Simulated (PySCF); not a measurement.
# A gas-phase reaction: BH3O + CH4 → CH5B + H2O

Wanted: the reaction energy for `BO` + `C` → `BC` + `O`.

Computed with PySCF 2.14.0; each step states its level. No surroundings beyond the atoms listed, unless a continuum is named. Atoms count from 0, parts from 1.

## 1. The system as given

Each species was relaxed by itself at PBE0-D3(BJ)/def2-SVPD.

## 2. Reaction energy: wB97M-D3(BJ)/def2-TZVPD

The job: settings as JSON, then the geometry in Å.

```
{"job": {"kind": "react", "xc": "wB97M-D3(BJ)", "basis": "def2-TZVPD"}, "charge": 0, "multiplicity": 1}
-1 BH3O charge 0 multiplicity 1
B     -0.412110    -0.061440     0.007760
O      0.887480    -0.423130     0.000830
H     -1.225150    -0.949670     0.064070
H     -0.724480     1.107270    -0.041100
H      1.498240     0.317690    -0.044970

-1 CH4 charge 0 multiplicity 1
C     -0.002460     0.000300     0.001710
H      0.082140     0.021000     1.095240
H     -0.168950     1.018330    -0.371500
H     -0.846470    -0.637860    -0.287730
H      0.923440    -0.400260    -0.429150

+1 CH5B charge 0 multiplicity 1
B      0.507570     0.128010     0.703100
C     -0.384970    -0.017000    -0.557340
H      0.016920     0.246630     1.802000
H      1.711940     0.053110     0.625160
H     -1.385080     0.432400    -0.483980
H      0.091270     0.254250    -1.509780
H     -0.554260    -1.114830    -0.609460

+1 H2O charge 0 multiplicity 1
O     -0.005470     0.388980    -0.017260
H     -0.760070    -0.205120     0.010720
H      0.765580    -0.183820     0.006520
```

With the program's defaults for keys left out, this is: wB97M-D3(BJ)/def2-TZVPD reaction energy of separated species, gas phase.

Run with:

```sh
> OMP_NUM_THREADS=1 python cluster_run.py task.json out
```

This one command runs all jobs of the session in turn.

Log:

```text
species 1 (BH3O)
coarse grid: 17776 points
cycle   1  E = -101.9061377647  dE =  5.413e-02  |g| = 5.801e-01  |ddm| = 1.415e+00
cycle   2  E = -101.8954195493  dE =  1.072e-02  |g| = 6.815e-01  |ddm| = 6.903e-01
cycle   3  E = -101.9710768416  dE = -7.566e-02  |g| = 3.003e-02  |ddm| = 3.467e-01
cycle   4  E = -101.9713690772  dE = -2.922e-04  |g| = 9.039e-03  |ddm| = 3.889e-02
cycle   5  E = -101.9713986189  dE = -2.954e-05  |g| = 1.458e-03  |ddm| = 1.366e-02
cycle   6  E = -101.9713999281  dE = -1.309e-06  |g| = 3.623e-04  |ddm| = 2.743e-03
final grid: 38536 points
cycle   7  E = -101.9713814476  dE = -6.702e-08  |g| = 1.255e-04  |ddm| = 2.226e-03
cycle   8  E = -101.9713814565  dE = -8.901e-09  |g| = 8.099e-05  |ddm| = 3.485e-04
cycle   9  E = -101.9713814581  dE = -1.587e-09  |g| = 2.931e-05  |ddm| = 7.544e-05
cycle  10  E = -101.9713814586  dE = -4.677e-10  |g| = 1.886e-05  |ddm| = 4.127e-05
converged SCF energy = -101.9713814586

species 2 (CH4)
coarse grid: 15072 points
cycle   1  E = -40.5278887571  dE = -1.934e-01  |g| = 1.334e-01  |ddm| = 1.251e+00
cycle   2  E = -40.5303014831  dE = -2.413e-03  |g| = 8.952e-02  |ddm| = 1.942e-01
cycle   3  E = -40.5321665376  dE = -1.865e-03  |g| = 5.682e-03  |ddm| = 4.934e-02
cycle   4  E = -40.5321762618  dE = -9.724e-06  |g| = 3.953e-04  |ddm| = 1.283e-02
final grid: 32696 points
cycle   5  E = -40.5321632491  dE = -1.041e-07  |g| = 1.003e-04  |ddm| = 2.864e-03
cycle   6  E = -40.5321632561  dE = -6.993e-09  |g| = 3.520e-05  |ddm| = 7.390e-04
cycle   7  E = -40.5321632567  dE = -6.049e-10  |g| = 1.908e-05  |ddm| = 2.075e-04
converged SCF energy = -40.5321632567

species 3 (CH5B)
coarse grid: 22720 points
cycle   1  E = -65.9613261108  dE = -7.566e-02  |g| = 1.902e-01  |ddm| = 1.665e+00
cycle   2  E = -65.9694494413  dE = -8.123e-03  |g| = 1.125e-01  |ddm| = 3.883e-01
cycle   3  E = -65.9724445746  dE = -2.995e-03  |g| = 2.016e-02  |ddm| = 8.418e-02
cycle   4  E = -65.9725968132  dE = -1.522e-04  |g| = 2.439e-03  |ddm| = 3.013e-02
cycle   5  E = -65.9726004521  dE = -3.639e-06  |g| = 5.504e-04  |ddm| = 6.682e-03
final grid: 49280 points
cycle   6  E = -65.9725737258  dE = -1.837e-07  |g| = 1.776e-04  |ddm| = 2.777e-03
cycle   7  E = -65.9725737469  dE = -2.113e-08  |g| = 6.871e-05  |ddm| = 5.014e-04
cycle   8  E = -65.9725737496  dE = -2.625e-09  |g| = 2.419e-05  |ddm| = 1.334e-04
cycle   9  E = -65.9725737501  dE = -5.174e-10  |g| = 8.309e-06  |ddm| = 7.673e-05
converged SCF energy = -65.9725737501

species 4 (H2O)
coarse grid: 10128 points
cycle   1  E = -76.4117505413  dE = -7.454e-02  |g| = 5.872e-01  |ddm| = 8.994e-01
cycle   2  E = -76.4087431676  dE =  3.007e-03  |g| = 6.461e-01  |ddm| = 5.038e-01
cycle   3  E = -76.4759342146  dE = -6.719e-02  |g| = 2.731e-02  |ddm| = 2.374e-01
cycle   4  E = -76.4760594178  dE = -1.252e-04  |g| = 5.497e-03  |ddm| = 1.609e-02
cycle   5  E = -76.4760680946  dE = -8.677e-06  |g| = 8.214e-04  |ddm| = 5.831e-03
final grid: 21952 points
cycle   6  E = -76.4760630766  dE = -1.977e-07  |g| = 5.845e-04  |ddm| = 1.372e-03
cycle   7  E = -76.4760630834  dE = -6.851e-09  |g| = 6.468e-04  |ddm| = 6.469e-04
cycle   8  E = -76.4760631471  dE = -6.367e-08  |g| = 3.200e-05  |ddm| = 2.236e-04
cycle   9  E = -76.4760631479  dE = -8.241e-10  |g| = 4.134e-06  |ddm| = 1.104e-04
converged SCF energy = -76.4760631479

Reaction energy = 34.150 kcal/mol
```

It took 11 s on 1 thread of Arm Neoverse N1, shared host; peak memory 0.46 GiB.

Species by species (with the dispersion term, which the log's SCF energies lack):

```csv
ν,species,energy (Eh),HOMO (eV)
-1,BO,-101.97390,-11.32
-1,C,-40.53455,-13.46
+1,BC,-65.97722,-11.40
+1,O,-76.47682,-11.72
```

## 3. Energies of the species: PBE0-D3(BJ)/def2-TZVPD

Same as in step 2 but for these lines:

```diff
@@ -1,2 +1,2 @@
-{"job": {"kind": "react", "xc": "wB97M-D3(BJ)", "basis": "def2-TZVPD"}, "charge": 0, "multiplicity": 1}
+{"job": {"kind": "react", "xc": "PBE0", "basis": "def2-TZVPD", "disp": "d3bj"}, "charge": 0, "multiplicity": 1}
 -1 BH3O charge 0 multiplicity 1
```

Level: PBE0-D3(BJ)/def2-TZVPD reaction energy of separated species, gas phase.

Log:

```text
species 1 (BH3O)
coarse grid: 4032 points
cycle   1  E = -101.7629029712  dE =  4.379e-02  |g| = 6.015e-01  |ddm| = 1.456e+00
cycle   2  E = -101.6445982960  dE =  1.183e-01  |g| = 1.004e+00  |ddm| = 9.573e-01
cycle   3  E = -101.8272785356  dE = -1.827e-01  |g| = 6.036e-02  |ddm| = 6.220e-01
cycle   4  E = -101.8281091929  dE = -8.307e-04  |g| = 1.572e-02  |ddm| = 5.185e-02
cycle   5  E = -101.8281711573  dE = -6.196e-05  |g| = 2.306e-03  |ddm| = 1.331e-02
cycle   6  E = -101.8281723950  dE = -1.238e-06  |g| = 3.123e-04  |ddm| = 2.042e-03
final grid: 38536 points
cycle   7  E = -101.8272702835  dE = -2.981e-05  |g| = 4.569e-03  |ddm| = 5.295e-02
cycle   8  E = -101.8272661656  dE =  4.118e-06  |g| = 6.727e-03  |ddm| = 5.173e-03
cycle   9  E = -101.8272741703  dE = -8.005e-06  |g| = 6.372e-04  |ddm| = 3.566e-03
cycle  10  E = -101.8272742548  dE = -8.446e-08  |g| = 1.104e-04  |ddm| = 5.560e-04
cycle  11  E = -101.8272742578  dE = -3.032e-09  |g| = 1.217e-05  |ddm| = 9.522e-05
cycle  12  E = -101.8272742578  dE = -2.655e-11  |g| = 1.633e-06  |ddm| = 1.136e-05
converged SCF energy = -101.8272742578

species 2 (CH4)
coarse grid: 3568 points
cycle   1  E = -40.4581417677  dE = -2.007e-01  |g| = 2.716e-01  |ddm| = 1.406e+00
cycle   2  E = -40.4544952912  dE =  3.646e-03  |g| = 2.994e-01  |ddm| = 3.086e-01
cycle   3  E = -40.4773130683  dE = -2.282e-02  |g| = 2.108e-03  |ddm| = 1.506e-01
cycle   4  E = -40.4773138905  dE = -8.222e-07  |g| = 2.133e-04  |ddm| = 2.676e-03
final grid: 32696 points
cycle   5  E = -40.4741143370  dE = -1.437e-05  |g| = 4.514e-03  |ddm| = 6.024e-02
cycle   6  E = -40.4741132980  dE =  1.039e-06  |g| = 4.937e-03  |ddm| = 6.235e-03
cycle   7  E = -40.4741192190  dE = -5.921e-06  |g| = 3.385e-05  |ddm| = 2.498e-03
cycle   8  E = -40.4741192194  dE = -3.569e-10  |g| = 8.079e-06  |ddm| = 1.019e-04
converged SCF energy = -40.4741192194

species 3 (CH5B)
coarse grid: 5272 points
cycle   1  E = -65.8471241111  dE = -1.491e-01  |g| = 2.990e-01  |ddm| = 1.739e+00
cycle   2  E = -65.8449282485  dE =  2.196e-03  |g| = 3.174e-01  |ddm| = 5.095e-01
cycle   3  E = -65.8710800690  dE = -2.615e-02  |g| = 1.431e-02  |ddm| = 2.027e-01
cycle   4  E = -65.8711355317  dE = -5.546e-05  |g| = 5.744e-03  |ddm| = 1.773e-02
cycle   5  E = -65.8711465366  dE = -1.100e-05  |g| = 1.112e-03  |ddm| = 6.296e-03
cycle   6  E = -65.8711468935  dE = -3.568e-07  |g| = 8.535e-05  |ddm| = 1.102e-03
final grid: 49280 points
cycle   7  E = -65.8667012232  dE = -2.024e-05  |g| = 4.883e-03  |ddm| = 9.505e-02
cycle   8  E = -65.8666999894  dE =  1.234e-06  |g| = 5.376e-03  |ddm| = 7.136e-03
cycle   9  E = -65.8667072790  dE = -7.290e-06  |g| = 2.088e-04  |ddm| = 3.378e-03
cycle  10  E = -65.8667072897  dE = -1.067e-08  |g| = 7.355e-05  |ddm| = 2.645e-04
cycle  11  E = -65.8667072913  dE = -1.671e-09  |g| = 1.023e-05  |ddm| = 8.476e-05
cycle  12  E = -65.8667072914  dE = -3.047e-11  |g| = 1.373e-06  |ddm| = 1.595e-05
converged SCF energy = -65.8667072914

species 4 (H2O)
coarse grid: 2328 points
cycle   1  E = -76.3044323411  dE = -5.302e-03  |g| = 6.571e-01  |ddm| = 9.011e-01
cycle   2  E = -76.1882080276  dE =  1.162e-01  |g| = 1.036e+00  |ddm| = 7.256e-01
cycle   3  E = -76.3820350042  dE = -1.938e-01  |g| = 3.132e-02  |ddm| = 4.396e-01
cycle   4  E = -76.3822173126  dE = -1.823e-04  |g| = 5.864e-03  |ddm| = 1.606e-02
cycle   5  E = -76.3822224519  dE = -5.139e-06  |g| = 7.850e-04  |ddm| = 2.507e-03
final grid: 21952 points
cycle   6  E = -76.3808945146  dE = -1.508e-05  |g| = 3.435e-03  |ddm| = 9.277e-03
cycle   7  E = -76.3808925669  dE =  1.948e-06  |g| = 4.732e-03  |ddm| = 3.304e-03
cycle   8  E = -76.3808962505  dE = -3.684e-06  |g| = 2.522e-04  |ddm| = 1.957e-03
cycle   9  E = -76.3808962611  dE = -1.065e-08  |g| = 2.396e-05  |ddm| = 1.100e-04
cycle  10  E = -76.3808962612  dE = -1.116e-10  |g| = 3.287e-06  |ddm| = 1.510e-05
converged SCF energy = -76.3808962612

Reaction energy = 33.496 kcal/mol
```

Run time: 5.2 s. Hardware: 1 thread of Arm Neoverse N1, shared host; peak memory 0.44 GiB.

Reaction energy at this level: 33.50 kcal/mol.

## 4. Energies of the species: MP2/def2-TZVPD

Same as in step 3 but for these lines:

```diff
@@ -1,2 +1,2 @@
-{"job": {"kind": "react", "xc": "PBE0", "basis": "def2-TZVPD", "disp": "d3bj"}, "charge": 0, "multiplicity": 1}
+{"job": {"kind": "react", "xc": "MP2", "basis": "def2-TZVPD"}, "charge": 0, "multiplicity": 1}
 -1 BH3O charge 0 multiplicity 1
```

Level: MP2/def2-TZVPD reaction energy of separated species, gas phase.

Log:

```text
species 1 (BH3O)
final grid: 38536 points
cycle   1  E = -101.3222166108  dE =  2.461e-02  |g| = 4.633e-01  |ddm| = 1.356e+00
cycle   2  E = -101.3584700134  dE = -3.625e-02  |g| = 2.742e-01  |ddm| = 3.957e-01
cycle   3  E = -101.3709286980  dE = -1.246e-02  |g| = 4.213e-02  |ddm| = 1.498e-01
cycle   4  E = -101.3714712922  dE = -5.426e-04  |g| = 6.846e-03  |ddm| = 4.580e-02
cycle   5  E = -101.3714921729  dE = -2.088e-05  |g| = 1.224e-03  |ddm| = 1.180e-02
cycle   6  E = -101.3714930833  dE = -9.104e-07  |g| = 2.962e-04  |ddm| = 2.486e-03
cycle   7  E = -101.3714931300  dE = -4.668e-08  |g| = 7.200e-05  |ddm| = 5.739e-04
cycle   8  E = -101.3714931330  dE = -3.019e-09  |g| = 1.795e-05  |ddm| = 1.470e-04
cycle   9  E = -101.3714931333  dE = -2.340e-10  |g| = 4.155e-06  |ddm| = 3.909e-05
converged SCF energy = -101.3714931333

species 2 (CH4)
final grid: 32696 points
cycle   1  E = -40.2047131080  dE = -1.974e-01  |g| = 1.529e-01  |ddm| = 1.221e+00
cycle   2  E = -40.2121417399  dE = -7.429e-03  |g| = 3.682e-02  |ddm| = 2.041e-01
cycle   3  E = -40.2127047001  dE = -5.630e-04  |g| = 6.405e-03  |ddm| = 3.827e-02
cycle   4  E = -40.2127178020  dE = -1.310e-05  |g| = 1.642e-03  |ddm| = 1.100e-02
cycle   5  E = -40.2127193279  dE = -1.526e-06  |g| = 2.165e-04  |ddm| = 6.917e-03
cycle   6  E = -40.2127193611  dE = -3.320e-08  |g| = 2.839e-05  |ddm| = 1.798e-03
cycle   7  E = -40.2127193615  dE = -4.270e-10  |g| = 1.324e-06  |ddm| = 7.251e-05
converged SCF energy = -40.2127193615

species 3 (CH5B)
final grid: 49280 points
cycle   1  E = -65.4409992818  dE = -5.520e-02  |g| = 2.382e-01  |ddm| = 1.584e+00
cycle   2  E = -65.4640668482  dE = -2.307e-02  |g| = 6.061e-02  |ddm| = 3.560e-01
cycle   3  E = -65.4659413053  dE = -1.874e-03  |g| = 1.046e-02  |ddm| = 1.085e-01
cycle   4  E = -65.4660024482  dE = -6.114e-05  |g| = 2.370e-03  |ddm| = 1.689e-02
cycle   5  E = -65.4660064286  dE = -3.980e-06  |g| = 6.034e-04  |ddm| = 7.653e-03
cycle   6  E = -65.4660067354  dE = -3.068e-07  |g| = 1.248e-04  |ddm| = 2.316e-03
cycle   7  E = -65.4660067481  dE = -1.266e-08  |g| = 2.536e-05  |ddm| = 3.661e-04
cycle   8  E = -65.4660067484  dE = -3.015e-10  |g| = 7.264e-06  |ddm| = 5.552e-05
converged SCF energy = -65.4660067484

species 4 (H2O)
final grid: 21952 points
cycle   1  E = -76.0248945346  dE = -1.467e-01  |g| = 4.364e-01  |ddm| = 8.776e-01
cycle   2  E = -76.0503805546  dE = -2.549e-02  |g| = 2.594e-01  |ddm| = 2.972e-01
cycle   3  E = -76.0608896139  dE = -1.051e-02  |g| = 2.594e-02  |ddm| = 1.025e-01
cycle   4  E = -76.0610469732  dE = -1.574e-04  |g| = 5.694e-03  |ddm| = 1.523e-02
cycle   5  E = -76.0610613408  dE = -1.437e-05  |g| = 1.176e-03  |ddm| = 5.302e-03
cycle   6  E = -76.0610622305  dE = -8.897e-07  |g| = 2.235e-04  |ddm| = 1.658e-03
cycle   7  E = -76.0610622672  dE = -3.670e-08  |g| = 3.304e-05  |ddm| = 3.733e-04
cycle   8  E = -76.0610622679  dE = -6.660e-10  |g| = 4.159e-06  |ddm| = 3.886e-05
converged SCF energy = -76.0610622679

Reaction energy = 34.804 kcal/mol
```

Run time: 1.8 s. Hardware: 1 thread of Arm Neoverse N1, shared host; peak memory 0.29 GiB.

Reaction energy at this level: 34.80 kcal/mol.

## 5. Side by side

Energies in kcal/mol, with wall time:

```csv
run,reaction,time
wB97M-D3(BJ)/def2-TZVPD,34.15,11 s
PBE0-D3(BJ)/def2-TZVPD,33.50,5.2 s
MP2/def2-TZVPD,34.80,1.8 s
```

## 6. What came out

```
                                                quantity                    value
               reaction energy (wB97M-D3(BJ)/def2-TZVPD)           34.15 kcal/mol
                     ΔH, ΔG at 298 K (xTB thermal terms)    +32.5, +30.8 kcal/mol
range of the reaction energy over the runs of this table  33.50 to 34.80 kcal/mol
```

**Reading.** The reaction is endothermic by 32.5 kcal/mol in the gas phase; dispersion gives -0.31, and xTB itself gave 41.18 for the electronic energy (xTB energies and thermal terms come from the earlier relaxation of each species, not shown). No barrier was sought. The reaction energy runs from 33.50 (PBE0-D3(BJ)/def2-TZVPD) to 34.80 kcal/mol (MP2/def2-TZVPD).
